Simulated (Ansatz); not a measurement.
**CH₂ (triplet): the correlation ladder, cc-pVDZ**

Aim: climb from Hartree-Fock through coupled cluster and multireference methods for CH₂ (triplet) at one geometry and basis, and see what each rung misses.

Program: Ansatz 0.2.0, Gaussian basis. Level of theory: cc-pVDZ, core rule «outside noble gas», up to 1 orbitals frozen. These are calculated values, not measurements.

The runs, in order: UHF; CCSD(T) on ROHF; CCSD(T) on UHF; BCCD(T) on ROHF; CISD; CCSDT(Q) on ROHF; CCSDT(Q) on UHF; CISDTQ; CCSDTQ on ROHF; CASSCF and MRCISD+Q, 6 electrons in 6 orbitals; CASSCF and NEVPT2, 6 electrons in 6 orbitals; Full CI.

15 further runs of the same task are left out: 3 that didn't finish, 12 set aside as unsound or not needed.

**1. What is computed**

The geometry is a PBE0/def2-TZVP stationary point (not a proven minimum) of the parent state, kept for this charge and spin.

3 atoms, charge 0, spin multiplicity 3.

Atoms are counted from 1 here; the program's logs count them from 0.

Bond lengths: C1–H2 1.113 Å, C1–H3 1.113 Å. Angles: H2–C1–H3 101.6°.

Geometry (Å):

```xyz
3
charge 0, multiplicity 3
C     0.00000   -0.10106    0.00000
H     0.00000    0.60213   -0.86209
H     0.00000    0.60213    0.86209
```

**2. UHF**

in.yaml

```yaml
crystal:
  periodic: [false, false, false]
  atoms:
    - {symbol: C, position_ang: [0.000000, -0.101062, 0.000000]}
    - {symbol: H, position_ang: [0.000000, 0.602132, -0.862093]}
    - {symbol: H, position_ang: [0.000000, 0.602132, 0.862093]}
basis:
  gaussian: {orbitals: cc-pVDZ}
magnetization: {spin_polarized: true, initial_magnetization: 2}
hamiltonian: {xc: hf}
output: {orbitals: {seedname: orbitals}}
```

On the command line:

```bash
$ ansatz run in.yaml --threads 1 --pin off --events-out ev --progress --plain --max-ram 2393MiB
```

Further steps of the session: CCSD(T) on ROHF; CCSD(T) on UHF; BCCD(T) on ROHF; CISD; CCSDT(Q) on ROHF; CCSDT(Q) on UHF; CISDTQ; CCSDTQ on ROHF; CASSCF and MRCISD+Q, 6 electrons in 6 orbitals; CASSCF and NEVPT2, 6 electrons in 6 orbitals; Full CI.

**Question.** What will the summary of the whole plan be? Wanted: FCI below the RHF energy; RMP2 from FCI; UMP2 from FCI; RCCSD from FCI; RCCSD(T) from FCI; UCCSD(T) from FCI; RCCSDT(Q) from FCI; UCCSDT(Q) from FCI; NEVPT2 valence from FCI.

The runs gave:

```
                         quantity                                                                                                 value
         FCI below the RHF energy                                                                                            -3.2784 eV
                    RMP2 from FCI                                                                                            +625.3 meV
                    UMP2 from FCI                                                                                            +616.3 meV
                   RCCSD from FCI                                                                                             +65.2 meV
                RCCSD(T) from FCI                                                                                             +13.4 meV
                UCCSD(T) from FCI                                                                                             +12.9 meV
               RCCSDT(Q) from FCI                                                                                              +0.2 meV
               UCCSDT(Q) from FCI                                                                                              -0.5 meV
          NEVPT2 valence from FCI                                                                                            +513.0 meV
        MRCISD+Q valence from FCI                                                                                              +6.0 meV
levels within 1 kcal/mol (43 meV)  RCCSD(T), UCCSD(T), BCCD(T), RCCSDT, UCCSDT, CISDTQ, RCCSDT(Q), UCCSDT(Q), RCCSDTQ, MRCISD+Q valence
                    T1 diagnostic                                                                                                 0.017
   effectively unpaired electrons                                                                                                  2.02
```

RCCSD(T) lands +13.4 meV from the yardstick (0.4 % of the correlation energy). One determinant dominates. Of the multireference levels listed MRCISD+Q valence comes nearest in total energy (+6.0 meV), which doesn't show that its space is the better one. These misses are within one basis, not against nature; the frozen cores of restricted and unrestricted runs differ, which can shift their rows.
